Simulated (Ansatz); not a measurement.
Elastic constant C12 (GPa) of solids drawn from the class of silicides and borides, at two levels: LDA (PAW; Ansatz, a program for electronic structure), and PBEsol in Ansatz (PAW).

| solid | LDA | PBEsol |
|---|---|---|
| AlB2-type TiB2 | 76.0 | ? |
| AlB2-type ZrB2 | 60.5 | 56.8 |
| antifluorite Mg2Si | 26.4 | 24.4 |
| AlB2-type MgB2 | 65.1 | 60.5 |
| A15 Mo3Si | 158 | 150 |
| C11b MoSi2 | 123 | 121 |
| AlB2-type HfB2 | 70.6 | 66.1 |

Q: Estimate the withheld PBEsol value from the other rows.

A: One way: carry over the typical ratio. The ratios PBEsol / LDA of the other rows, in order: 0.924, 0.929, 0.936, 0.939, 0.949, 0.984; median 0.9375. AlB2-type TiB2: 76.0 × 0.9375 = 71.2 GPa; the run gives 70.7 GPa. The ratios spread from 0.924 to 0.984, so such an estimate is rough.

Over all 7 rows PBEsol is the larger in 0.

Ansatz's runs of these crystals have no spin polarisation.

Spin–orbit coupling is left out, also for the solids with elements from indium on (AlB2-type HfB2); its size isn't shown.

Each level is taken at its own relaxed cell. Ansatz's density-functional and Hartree–Fock values are scalar-relativistic unless marked +SOC, with PAW data made under PBE.
